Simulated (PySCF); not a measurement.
Al(OH)2: fields on a plane

All numbers come from UPBE0 in PySCF with Al def2-TZVP, O def2-TZVP, H def2-TZVP; no relativity; density-fitted integrals.

The doublet minimum has Al–O 1.699 Å (×2), O–H 0.957 Å (×2); Al–O–H 125.9° (×2), O–Al–O 125.2°.

The plane holds Al1 at (0.00, 0.00), O2 at (1.70, 0.00), O3 at (-0.98, 1.39), H4 at (2.26, 0.78), H5 at (-0.67, 2.29) Å. Columns run from x = -2.85 to 4.65 Å, rows from y = 4.65 (top) to -1.95 Å, in steps of 0.3 Å. Other isomers or separated fragments may lie lower.

Give the electrostatic potential (V) (cut at 20 V). Lower edges of the bins (V): '0' -1.98, '1' -1.85, '2' -1.64, '3' -1.32, '4' -0.80, '5' 0.02, '6' 1.32, '7' 3.37, '8' 6.64, '9' 11.81; top 20.0.


```
55555555555555555555555555
55555555555555555555555555
45555555555555555555555555
45555555655555555555555555
44555566666555555555555555
44455667766655555555555555
44455678876655555555555555
44445689986665555555555555
33345799986655555665555555
32236899976655566666655555
32037999976666666766655555
31038999977666667877665555
32137999988876679997665555
33235899999987789998665555
33345689999998999997655555
44445789999999999976555555
44456789999999999964444444
44456789999998999743344444
44455678999987776412334444
44455567888876542002334444
44455556677765432122334444
44444555566655433233344444
44444455555554443333444444
```

Give the highest occupied orbital (Å^-3/2) at -6.10 eV (cut at ±0.3; overall sign arbitrary). Every second row and column.


```
 0.00  0.00  0.00  0.00  0.00  0.00  0.00  0.00  0.00  0.00  0.00  0.00  0.00
 0.00  0.00  0.01  0.01  0.01  0.01  0.00  0.00  0.00  0.00  0.00  0.00  0.00
 0.00  0.01  0.02  0.03  0.03  0.02  0.01  0.00  0.00  0.00  0.00  0.00  0.00
 0.01  0.01  0.03  0.07  0.07  0.03  0.01  0.01  0.00  0.00  0.00  0.00  0.00
 0.01  0.02  0.05  0.13  0.12  0.03  0.02  0.01  0.01  0.01  0.01  0.01  0.00
 0.01  0.02  0.04  0.23 -0.07 -0.01  0.01  0.02  0.03  0.04  0.02  0.01  0.00
 0.01  0.01 -0.03 -0.30 -0.21 -0.03 -0.02 -0.01  0.07  0.10  0.04  0.02  0.01
 0.02  0.03  0.04  0.03  0.00  0.05 -0.04 -0.18  0.09  0.12  0.04  0.02  0.01
 0.03  0.06  0.13  0.26  0.07 -0.30 -0.02 -0.30  0.12  0.06  0.03  0.01  0.01
 0.03  0.07  0.16  0.30  0.30  0.30  0.14 -0.03 -0.02  0.02  0.02  0.01  0.00
 0.03  0.06  0.12  0.23  0.30  0.28  0.16  0.05  0.02  0.01  0.01  0.00  0.00
 0.02  0.04  0.08  0.12  0.16  0.14  0.09  0.05  0.02  0.01  0.01  0.00  0.00
```
